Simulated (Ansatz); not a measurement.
Ansatz (a program for electronic structure) input (B3LYP/def2-SVP):

Ansatz 0.2 input:
```yaml
crystal:
  periodic: [false, false, false]
  atoms:
    - {symbol: N, position_ang: [-0.01145875, -0.00903780, 1.39223881]}
    - {symbol: C, position_ang: [0.01263897, 0.00996867, -1.53563569]}
    - {symbol: C, position_ang: [-0.00474267, 1.12265867, 0.67570418]}
    - {symbol: C, position_ang: [-0.00625950, -1.13133635, 0.66105976]}
    - {symbol: C, position_ang: [0.00517208, -1.15387594, -0.73066420]}
    - {symbol: C, position_ang: [0.00673140, 1.16326450, -0.71560952]}
    - {symbol: H, position_ang: [-0.00886093, 2.04844858, 1.25811413]}
    - {symbol: H, position_ang: [-0.01162882, -2.06460934, 1.23139120]}
    - {symbol: H, position_ang: [0.00828127, -2.14459563, -1.19613558]}
    - {symbol: H, position_ang: [0.01117802, 2.15994364, -1.16816858]}
basis:
  gaussian:
    orbitals: def2-SVP
hamiltonian:
  xc: {name: B3LYP}
total_charge: -1
output: {forces: true}
```

**Question.** What final total energy does it give?

**Answer.** -247.45335 Eh.
